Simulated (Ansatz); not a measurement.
CH2 (SMILES [CH2], charge +1) moved off its minimum; all values from Ansatz (an electronic-structure program), cores frozen in correlated methods. Open shells are unrestricted.
(charge 1, multiplicity 2)
```xyz
3

C      0.06371    -0.05556     0.10701
H     -1.06782    -0.00973    -0.30355
H      1.01272     0.03725    -0.37071
```

| level | largest force (eV/Å) | on atom | rms difference from CCSD(T)/aug-cc-pVTZ (eV/Å) | dipole (D) |
|---|---|---|---|---|
| HF/def2-TZVPP | 3.86 | C1 | 0.264 | - |
| PBE/def2-TZVPP | 3.59 | C1 | 0.193 | - |
| r2SCAN/def2-TZVPP | 3.65 | C1 | 0.020 | - |
| B3LYP/def2-TZVPP | 3.62 | C1 | 0.032 | - |
| wB97M-V/def2-TZVPP | 3.64 | C1 | 0.029 | - |
| MP2/aug-cc-pVTZ | 3.74 | C1 | 0.109 | - |
| CCSD(T)/aug-cc-pVTZ | 3.65 | C1 | 0.000 | - |

The differences count from one level among others, with limits of its own. Forces at CCSD(T)/aug-cc-pVTZ (eV/Å):

```csv
atom,Fx,Fy,Fz
C1,-3.571,0.060,-0.768
H2,2.430,-0.132,1.092
H3,1.141,0.072,-0.324
```
